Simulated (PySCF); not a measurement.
Relaxed structures of AlSiNH4, closed shell (PBE0-D4/def2-TZVP; forces vanish, vibrations not checked; lower isomers may exist, and structures with a doubtful reference or unclear bonds are left out; Å). PySCF 2.14 with density fitting (its default auxiliary sets; JK sets also for MP2 and CCSD(T)); basis: def2-TZVPP; cores frozen in the correlated methods.

Task: Rank them by CCSD(T) energy, lowest first, and give each one's height above the lowest. Links in brackets join atoms within 1.22 times the sum of their covalent radii (1.1 for two metals). (To be estimated.)
A.
AlSiNH₄ ([NH2][Si][AlH2])
```
7
angstrom
N -1.3062 -0.5848 -1.1385
Si -0.8176 1.0083 -0.7254
Al 0.9842 0.0062 0.7713
H -0.9014 -1.4500 -0.8055
H -2.0717 -0.7539 -1.7761
H 0.9821 -1.6052 0.7582
H 2.0817 0.7099 1.6934
```
B.
AlSiNH₄ ([NH2][SiH][AlH])
```
7
angstrom
N -1.6500 -0.7726 -1.2921
Si -0.4178 0.2930 -0.7806
Al 0.7446 0.0957 1.3854
H -1.5269 -1.7699 -1.3346
H -1.1032 1.6264 -0.9089
H 2.3247 -0.2371 1.2643
H -2.5908 -0.4885 -1.5087
```
C.
AlSiNH₄ ([NH][SiH][AlH2])
```
7
angstrom
N -1.6199 -0.6844 -1.2245
Si -0.7414 0.4783 -0.5324
Al 1.2194 0.0953 0.9135
H -1.3451 -1.6461 -1.0520
H -1.2115 1.8588 -0.8363
H 1.6278 -1.4150 1.1664
H 2.0353 1.2917 1.5610
```
D.
AlSiNH₄ ([AlH2][N][SiH2])
```
7
angstrom
N 0.1093 0.2618 0.2784
Si -0.5819 1.6678 0.4081
Al 0.8759 -1.3061 0.1292
H -0.6122 2.4714 1.6556
H -1.2854 2.3582 -0.7016
H 0.0293 -2.6142 0.4292
H 2.4006 -1.3841 -0.3026
```

Result: Computed: D (0.00 kcal/mol), A (17.50 kcal/mol), B (21.69 kcal/mol), C (27.06 kcal/mol). Heights count from the lowest.

No T1 diagnostic of these runs exceeds 0.021. The restricted Hartree–Fock reference is unstable towards an unrestricted one at one or more of these structures. A large double-excitation amplitude points to some diradical character; no triplet was computed.

For scale, one of the runs: CCSD(T)/def2-TZVPP, 171 basis functions, launched by `OMP_NUM_THREADS=2 python run.py`. Time: 2.2 min of wall clock on 2 CPU threads of an AMD EPYC 7B13; the host was shared. Peak host memory: 1.1 GiB.
